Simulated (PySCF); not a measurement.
A geometry optimisation on `C=C(CF)OC`.

Computed with PBE0-D3(BJ)/def2-SVP geometry optimisation, gas phase (PySCF 2.14.0). Start geometry: GFN2-xTB. A driver script takes a list of jobs; this job's settings line and coordinates (Å) are shown.

Command:
```bash
OMP_NUM_THREADS=1 python probes_run.py task.json out
```

Input:
```
{"job": {"xc": "PBE0", "basis": "def2-SVP", "d3": "d3bj", "grid": 1, "shake": 0.01, "kind": "geom"}, "charge": 0, "multiplicity": 1}
C      0.418300     1.306470     0.046420
C      0.396670     0.007030    -0.064350
C      1.629120    -0.810270    -0.294970
F      2.800500    -0.023930    -0.374930
O     -0.673510    -0.836140    -0.002480
C     -1.939710    -0.240960     0.211090
H      1.330170     1.872810    -0.032730
H     -0.478260     1.913650     0.196660
H      1.797940    -1.501000     0.564370
H      1.567900    -1.373740    -1.213340
H     -2.652950    -1.074560     0.245070
H     -2.188710     0.437530    -0.595150
H     -2.001650     0.306240     1.153860
```

Output:
```
step   0  E = -331.05322634  max force = 0.043302
step   1  E = -331.05734487  max force = 0.010325
step   2  E = -331.05794504  max force = 0.004714
step   3  E = -331.05815191  max force = 0.003373
step   4  E = -331.05834064  max force = 0.000879
step   5  E = -331.05837832  max force = 0.000565
step   6  E = -331.05843127  max force = 0.000684
step   7  E = -331.05844239  max force = 0.000381
optimisation converged
```

Energies in Eh; «max force» is the largest Cartesian gradient component in Eh/bohr.

Question: How much energy does the optimisation release, in eV?

Answer: E(step 0) − E(last step) = 0.005216 Eh, which is 0.142 eV.

Question: Give the first gradient maximum in eV/Å.

Answer: With 1 Eh/bohr = 51.422 eV/Å, 2.227 eV/Å.

Main results: final energy -331.05844 Eh after 7 steps; dipole 2.17 D.

Question: Where do the atoms end?

Answer: 0.034 Å rms from the input after alignment:
```
atom  x, y, z in Å
C1     0.3410    1.3591    0.0173
C2     0.3999    0.0279   -0.0938
C3     1.6677   -0.7303   -0.3598
F4     2.7371    0.1034   -0.4960
O5    -0.6169   -0.8495    0.0116
C6    -1.8891   -0.3406    0.3035
H7     1.2608    1.9316   -0.0942
H8    -0.5866    1.8967    0.2111
H9     1.8507   -1.4317    0.4737
H10    1.5459   -1.3296   -1.2798
H11   -2.5679   -1.1993    0.3805
H12   -2.2466    0.3338   -0.4945
H13   -1.8909    0.2127    1.2590
```

Hardware: an Arm Neoverse V1 with one thread (shared host). Cost: 38 s wall, 0.51 GiB resident at most.
Labels such as C1 count atoms from 1, the log's own numbers from 0.
